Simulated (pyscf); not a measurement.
[O=SiH]• + hydrogen (H₂) → silanone (O=SiH₂) + H atom (H•), a hydrogen abstraction (doublet surface; H–H broken, H–Si formed). Optimised with ωB97X-D3(BJ)/def2-SVP in PySCF. Energies in kJ/mol from the separated reactants.

Small-basis levels: PySCF, no dispersion term, spherical d functions. AM1 to PM7: differences of heats of formation from MOPAC, which are fitted to 298 K values and so differ in kind from electronic energies by zero-point and thermal terms. GFN2-xTB: tblite. Open shells are spin-unrestricted. 

| level | barrier | reaction energy |
|---|---|---|
| HF/3-21G | 107.4 | +73.5 |
| HF/6-31G* | 87.4 | +41.5 |
| BP86/6-31G* | 103.7 | +115.1 |
| B3LYP/3-21G | 120.0 | +129.5 |
| M06-2X/6-31G* | 107.1 | +87.4 |
| GFN2-xTB | -40.9 | -64.0 |
| PM3 | 139.2 | +207.0 |
| ωB97M-D3(BJ)/def2-TZVP | 103.5 | +85.9 |

Against the last row the barrier runs from -144.4 (GFN2-xTB) to +35.7 kJ/mol (PM3). At BP86/6-31G*, B3LYP/3-21G, GFN2-xTB, PM3 this geometry lies under one side, so the entry may be no barrier of that level: it is a single point on another level's saddle. ωB97M-D3(BJ)/def2-TZVP has limits of its own. This is the saddle that the search found; another between the same sides may lie lower. The angle at the transferred H is 178°.
